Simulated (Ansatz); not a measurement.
# C₃H₇FO: basis-set convergence

The task here is to estimate one member of a computed series from the others.

Method: one geometry, several basis sets; program: Ansatz 0.2.0, Gaussian basis.

The runs, in order: PBE0-D4/def2-SVP; ωB97M-V/def2-SVP; PBE0-D4/def2-QZVPP; ωB97M-V/def2-QZVPP; the functionals' def2-TZVPP values are taken from earlier runs.

### Structure used throughout

The geometry comes from an earlier relaxation with PBE0-D4 in a triple-zeta def2 set; it is a stationary point, not always the lowest conformer.

12 atoms, charge 0, spin multiplicity 1.

Atoms are counted from 1 here; the program's logs count them from 0.

Bond lengths: C1–C2 1.513 Å, C1–H6 1.090 Å, C1–H7 1.093 Å, C1–H8 1.091 Å, C2–C3 1.507 Å, C2–O4 1.382 Å, C2–F5 1.401 Å, C3–H9 1.090 Å, C3–H10 1.090 Å, C3–H11 1.090 Å, O4–H12 0.962 Å. Angles: C2–C1–H6 110.6°, C2–C1–H7 109.9°, C2–C1–H8 110.1°, H6–C1–H7 108.2°, H6–C1–H8 109.1°, H7–C1–H8 109.0°, C1–C2–C3 114.3°, C1–C2–O4 112.4°, C1–C2–F5 106.4°, C3–C2–O4 107.7°, C3–C2–F5 107.6°, O4–C2–F5 108.1°, C2–C3–H9 110.1°, C2–C3–H10 109.2°, C2–C3–H11 110.1°, H9–C3–H10 109.2°, H9–C3–H11 109.3°, H10–C3–H11 108.9° and more.

Set-up of the first run:

Contents of in.yaml:

```yaml
crystal:
  periodic: [false, false, false]
  atoms:
    - {symbol: C, position_ang: [-1.200907, 0.364242, -0.222499]}
    - {symbol: C, position_ang: [0.295589, 0.145414, -0.246605]}
    - {symbol: C, position_ang: [0.855801, -0.456895, 1.016212]}
    - {symbol: O, position_ang: [0.695829, -0.648110, -1.305519]}
    - {symbol: F, position_ang: [0.877236, 1.409424, -0.405985]}
    - {symbol: H, position_ang: [-1.479090, 1.019333, 0.603541]}
    - {symbol: H, position_ang: [-1.522953, 0.835824, -1.154579]}
    - {symbol: H, position_ang: [-1.717212, -0.590059, -0.110966]}
    - {symbol: H, position_ang: [0.634831, 0.186585, 1.867628]}
    - {symbol: H, position_ang: [1.936229, -0.560179, 0.914688]}
    - {symbol: H, position_ang: [0.420482, -1.441937, 1.187152]}
    - {symbol: H, position_ang: [0.281266, -0.318842, -2.109269]}
basis:
  gaussian: {orbitals: def2-SVP}
hamiltonian: {xc: pbe0, dispersion: d4}
output: {orbitals: {seedname: orbitals}}
```

On the command line:

```sh
ansatz run in.yaml --threads 4 --pin off --events-out ev --progress --plain --max-ram 10444MiB
```

Among the steps run: PBE0-D4 in def2-SVP; ωB97M-V in def2-SVP; PBE0-D4 in def2-QZVPP; ωB97M-V in def2-QZVPP.

One table of the session follows, with a row left open; its other results are not shown here.

It belongs to the step «Density functionals: the series». 

| functional | basis | HOMO (eV) | LUMO (eV) |
| --- | --- | --- | --- |
| PBE0-D4 | def2-SVP | ? | ? |
| PBE0-D4 | def2-TZVPP | -8.79 | 0.91 |
| PBE0-D4 | def2-QZVPP | -8.84 | 0.50 |
| ωB97M-V | def2-SVP | -11.02 | 3.19 |
| ωB97M-V | def2-TZVPP | -11.25 | 2.32 |
| ωB97M-V | def2-QZVPP | -11.30 | 1.66 |

Q: Estimate the row for PBE0-D4, def2-SVP from the others.

As computed: HOMO (eV): -8.58; LUMO (eV): 1.56. In the column «HOMO (eV)» it is the highest.
